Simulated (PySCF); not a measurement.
Polarisability of `F[P+](F)(F)F`

Compound: PF4 (charge +1).
Geometry (PBE0-D3(BJ)/def2-SVP, Å), atoms numbered from 1 in this order:
```
atom  x, y, z in Å
F1    -1.160    0.011   -0.890
P2     0.072   -0.017   -0.020
F3     1.262   -0.456   -0.837
F4     0.326    1.363    0.535
F5    -0.141   -0.989    1.115
```

Level: wB97X-D/def2-SVPD (PySCF), static field, nuclei fixed, core orbitals frozen in the response. The polarisability tensor in these axes (au):

```
x   20.26  0.00  0.00
y    0.00 20.26 -0.01
z    0.00 -0.01 20.22
```

**Question.** What are the eigenvalues, a third of the trace, and Δα (Δα² = ½Σ(αi − αj)² over the three pairs)?

**Answer.** Principal values 20.22, 20.26 and 20.27 au; mean 20.25 au = 3.00 Å³ = 3.34 × 10⁻⁴⁰ C²·m²/J; Δα = 0.05 au (0 % of the mean). Point group Td makes the tensor isotropic, so any spread comes from the grid or from a geometry that is symmetric only within 0.08 Å.

**Question.** Sum over states: ᾱ = Σ f/ω², ω in Eh. What share falls to these 10 lowest TDDFT singlets (eV, f)? 11.45, 0.0000; 11.45, 0.0000; 11.45, 0.0000; 12.84, 0.0000; 12.85, 0.0000; 12.97, 0.1214; 12.97, 0.1219; 12.97, 0.1221; 13.58, 0.0000; 13.78, 0.0000.

**Answer.** They add up to 1.61 au, 7.9 % of the 20.25 au; the largest single term is 0.54 au, from the state at 12.97 eV. Terms in order: 0.00, 0.00, 0.00, 0.00, 0.00, 0.53, 0.54, 0.54, 0.00, 0.00 au. Higher excitations give the rest. The strengths listed sum to 0.365.

Geometry: PBE0-D3(BJ)/def2-SVP; no solvent, vibrations or thermal averaging.

The pairwise dispersion term of wB97X-D wasn't added to the energies; at a given geometry it leaves orbitals and properties as they are.
